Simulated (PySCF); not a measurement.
# Which determinant of Si2 lies lowest?

Unrestricted PBE0; PySCF, no relativity, basis sets Si pcseg-1. Outer shells of the fragments: Si 3s2 3p2; Si 3s2 3p2.

Followed along the bond (rough minima from three points):

```
2Ms+1  unpaired  ⟨S²⟩ at the start  R at minimum (Å)  Te (eV)
    3      π ↑↑               2.01              2.27     0.00
    3  σ ↑, π ↑               2.00              2.16     0.13
    1      π ↑↓               1.00              2.28     0.21
    1  σ ↑, π ↓               1.02              2.16     0.29
    1      none               0.00              2.30     0.83
```

Solutions found at the starting distance of 2.230 Å, counted from the lowest of them; the search is not exhaustive and high or unbound solutions are not listed, so other states can lie among these:

```tsv
2Ms+1	unpaired	term	E (eV)	⟨S²⟩	⟨Lz²⟩
3	π ↑↑	³Σ⁻	0.00	2.01	0.00
3	σ ↑, π ↑	³Π	0.15	2.00	1.00
1	π ↑↓	mixed	0.22	1.00	2.01
1	σ ↑, π ↓	mixed	0.31	1.02	1.00
1	none	mixed	0.85	0.00	2.00
1	none	¹Σ⁺	1.38	0.00	0.00
5	σ ↑, π ↑↑↑	⁵Π	1.47	6.00	1.00
3	σ ↑, π ↑↑↓	mixed	1.97	3.01	3.02
3	σ ↓, π ↑↑↑	mixed	2.02	3.04	1.00
1	σ ↑, π ↑↓↓	mixed	2.22	2.02	3.02
```

A term symbol is given only where ⟨S²⟩ and ⟨Lz²⟩ are close to those of a pure state; real π, δ and φ orbitals otherwise mix terms, and g/u labels are left off.
